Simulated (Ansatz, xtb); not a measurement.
## CH7AlS: which of two structures lies lower

We compare a, a singlet given by its coordinates, with b, `C[SH+][AlH3-]`, a singlet. Both are isolated molecules in the gas phase, relaxed with r2SCAN-D4/def2-SVP.

a (Å):

```yaml
atoms:
  - { symbol: C, position_ang: [-0.8530, 1.3299, 2.0351] }
  - { symbol: Al, position_ang: [-2.0226, 0.0319, 2.9520] }
  - { symbol: S, position_ang: [-0.5047, -2.0622, 2.8806] }
  - { symbol: H, position_ang: [-0.6131, 1.0420, 0.9961] }
  - { symbol: H, position_ang: [0.1010, 1.5057, 2.5631] }
  - { symbol: H, position_ang: [-1.3509, 2.3149, 1.9705] }
  - { symbol: H, position_ang: [-2.1229, 0.0789, 4.5495] }
  - { symbol: H, position_ang: [-3.2245, -0.6363, 2.1314] }
  - { symbol: H, position_ang: [-0.1375, -1.9875, 1.5800] }
  - { symbol: H, position_ang: [0.6425, -1.4801, 3.3014] }
```

Close contacts (Å): C1–Al2 1.97, Al2–S3 2.59, C1–H4 1.10, C1–H5 1.10, C1–H6 1.11, Al2–H7 1.60, Al2–H8 1.60, S3–H9 1.35, S3–H10 1.35.

b (Å):

```yaml
atoms:
  - { symbol: C, position_ang: [-1.7953, 0.7619, 1.3562] }
  - { symbol: Al, position_ang: [0.0833, -1.0684, 3.4205] }
  - { symbol: S, position_ang: [-2.0987, 0.1083, 3.0312] }
  - { symbol: H, position_ang: [-1.8745, -0.1018, 0.6825] }
  - { symbol: H, position_ang: [-2.5633, 1.5028, 1.0993] }
  - { symbol: H, position_ang: [-0.7847, 1.1863, 1.2875] }
  - { symbol: H, position_ang: [-1.8476, 1.2443, 3.7243] }
  - { symbol: H, position_ang: [-0.0933, -1.4436, 4.9639] }
  - { symbol: H, position_ang: [1.0433, 0.1589, 3.0342] }
  - { symbol: H, position_ang: [-0.1460, -2.1930, 2.3032] }
```

Energies in hartree; the thermal terms are from r2SCAN-D4/def2-SVP harmonic frequencies (ideal gas, rigid rotor, one conformer each, 298.15 K, 1 atm) and include the zero-point energy:

```
                               a           b
E, CCSD(T)/def2-TZVP  −681.943216  −681.931196
   zero-point energy     0.066618     0.067932
        H(298 K) − E     0.074948     0.075598
        G(298 K) − E     0.035973     0.037967
```

Problem. Work out ΔE, ΔE₀, ΔH and ΔG for a → b in kJ/mol (1 Eh = 2625.50 kJ/mol) and the equilibrium ratio [b]/[a].

Solution. 1. ΔE = −681.931196 − (−681.943216) = +0.012020 Eh = +31.56 kJ/mol.
2. ΔE₀ = ΔE + ΔZPE = +0.012020 + (+0.001314) Eh = +35.01 kJ/mol.
3. ΔH = ΔE + (+0.000650) Eh = +33.27 kJ/mol.
4. ΔG = ΔE + (+0.001994) Eh = +36.79 kJ/mol, so ΔS = (ΔH − ΔG)/T = −11.8 J/(mol K).
5. kT = 0.9442 mEh, so K = [b]/[a] = exp(−ΔG/kT) = exp(−14.84) ≈ 3.6 × 10^−7.

Structure a is favoured at this temperature. An error of 4 kJ/mol in ΔG would change K by a factor of 5. GFN2-xTB gave ΔE the other sign. Mirror images and further conformers aren't counted.

Other levels gave ΔE = −52.4 (GFN2-xTB); +52.3 (HF/STO-3G, GFN2-xTB geometries); +40.8 (r2SCAN-D4/def2-SVP//GFN2-xTB); +35.1 (r2SCAN-D4/def2-SVP); +24.7 (HF/def2-TZVP); +32.9 (MP2/def2-TZVP) kJ/mol. The correlated steps freeze 11 core orbitals. Programs: Ansatz 0.2.0, xtb 6.7.1.
